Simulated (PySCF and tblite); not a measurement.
Values are calculated unless marked as measured or tabulated.
C4H10O, numbered as in [CH3:1][CH2:2][CH2:3][O:4][CH3:5].

Search: ETKDG and KDG, MMFF94s, GFN2-xTB, 90 starts; geometries at PBE0-D3(BJ)/def2-SVP. Energies: CAM-B3LYP-D3(BJ)/def2-TZVP (IEF-PCM, chloroform), with GFN2-xTB thermal terms (modes under about 100 cm⁻¹ blended into free rotors). Symmetry numbers and mirror images are counted. Conformers within 3 kcal/mol (GFN2-xTB free energy) were kept, 8 at most. Couplings: B3LYP/pcJ-1 (gas phase; spin-dipole term only for pairs with B, N, F, Si or P). Couplings are for ¹³C, ¹H, ¹⁷O; a prime marks the second kind of pair between the same two sets of atoms. Codes: tblite and PySCF.

Torsions listed: C1–C2–C3–O4, C2–C3–O4–C5. Of a mirror pair one member is shown.

```json
{"conformer": "1", "shape": "62°, -177°", "weight %": "56.7"}
{"conformer": "2", "shape": "-179°, -179°", "weight %": "30.2"}
{"conformer": "3", "shape": "55°, 72°", "weight %": "7.1"}
{"conformer": "4", "shape": "176°, 74°", "weight %": "6.0"}
```

Task: Give the couplings in each conformer and the averages at 298.15 K (pairs that fast motion interchanges averaged).

Result: 
```tsv
coupling	pairs	1	2	3	4	average (Hz)
¹J(C1,C2)	1	37.4	37.2	37.7	36.7	37.3
³J(C1,O4)	1	-1.9	-5.0	-0.6	-1.6	-2.7
¹J(C1,H1)	3	132.7	131.8	132.6	132.0	132.4
²J(C1,H2)	2	-3.1	-3.7	-3.2	-3.9	-3.4
³J(C1,H3)	2	6.5	1.6	5.9	1.6	4.7
¹J(C2,C3)	1	41.3	41.6	38.0	38.4	41.0
²J(C2,O4)	1	-9.1	-10.3	-1.1	-0.9	-8.4
²J(H1,C2)	3	-3.6	-3.5	-3.5	-3.4	-3.6
¹J(C2,H2)	2	130.6	133.0	129.5	131.6	131.3
²J(C2,H3)	2	-1.9	-2.2	-0.7	-1.0	-1.9
¹J(C3,O4)	1	22.6	22.6	23.5	23.3	22.7
³J(H1,C3)	3	5.5	7.2	5.3	7.2	6.1
²J(H2,C3)	2	-2.8	-6.0	-2.4	-5.4	-3.9
¹J(C3,H3)	2	141.4	140.4	144.3	143.1	141.4
³J(C3,H5)	3	6.1	6.2	5.8	5.9	6.1
¹J(O4,C5)	1	23.1	23.4	24.3	24.1	23.4
³J(H2,O4)	2	-6.9	-1.9	-3.1	-1.0	-4.7
²J(H3,O4)	2	-3.1	-3.0	-8.9	-8.6	-3.8
²J(O4,H5)	3	-6.8	-6.8	-7.1	-7.0	-6.8
³J(H3,C5)	2	2.4	2.4	8.0	8.2	3.1
¹J(C5,H5)	3	144.4	144.4	144.4	144.3	144.4
²J(H1,H1)	3	-13.9	-14.1	-14.0	-14.2	-14.0
³J(H1,H2)	6	8.2	8.6	8.3	8.4	8.3
²J(H2,H2)	1	-15.2	-14.4	-16.0	-13.7	-14.9
³J(H2,H3)	2	3.1	13.7	3.9	14.0	7.0
³J(H2,H3′)	2	8.3	5.2	8.4	5.0	7.2
²J(H3,H3)	1	-9.6	-9.3	-13.5	-13.4	-10.1
²J(H5,H5)	3	-11.2	-11.2	-11.3	-11.4	-11.2
```

Only couplings over up to 3 bonds are listed; longer-range ones, if any, are left out.
